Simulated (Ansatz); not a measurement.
C2H3O, doublet: reading a ladder of total energies

Geometry: MP2(full)/6-31G*, from the G2/97 set.

```xyz
6

C    -1.0631   -0.7108    0.0000
C    -0.0848    0.4433    0.0000
H    -0.5404   -1.6708    0.0000
H    -1.7024   -0.6262    0.8811
H    -1.7024   -0.6262   -0.8811
O     1.1103    0.3850    0.0000
```

Basis STO-3G; Ansatz 0.2.0. Correlated methods freeze the noble-gas cores, which leaves 17 electrons in 15 orbitals. R marks a restricted (for open shells ROHF) determinant.

Full CI is exact within this basis and frozen core; it isn't the basis-set limit.

Runs differ by some tens of microhartree through their thresholds and, for an open shell, their frozen cores, so steps under 0.03 kcal/mol mean nothing.

| level | total energy (hartree) |
| --- | --- |
| RHF | -150.324089 |
| RMP2 | -150.494039 |
| RCCSD | -150.522112 |
| RCCSD(T) | -150.527502 |
| RCCSDT | -150.528759 |
| RCCSDT(Q) | -150.528833 |
| RCCSDTQ | -150.528927 |
| full CI | -150.529014 |

Question: What is the correlation energy at full CI, and what share of it do RMP2 and RCCSDT recover?

Answer: E(corr) = -150.529014 − (-150.324089) = -0.204925 hartree = -5.576 eV. RMP2: -0.169950 / -0.204925 = 82.93 %. RCCSDT: -0.204670 / -0.204925 = 99.88 %.

Question: By how many kcal/mol does RCCSD(T) miss full CI (1 hartree = 627.509 kcal/mol), and which steps make up the rest?

Answer: -150.527502 − (-150.529014) = 0.001512 hartree = 0.95 kcal/mol. Steps: RCCSDT − RCCSD(T) = -0.79, RCCSDT(Q) − RCCSDT = -0.05, RCCSDTQ − RCCSDT(Q) = -0.06, full CI − RCCSDTQ = -0.05 kcal/mol. Differences between like states or geometries often cancel part of this.
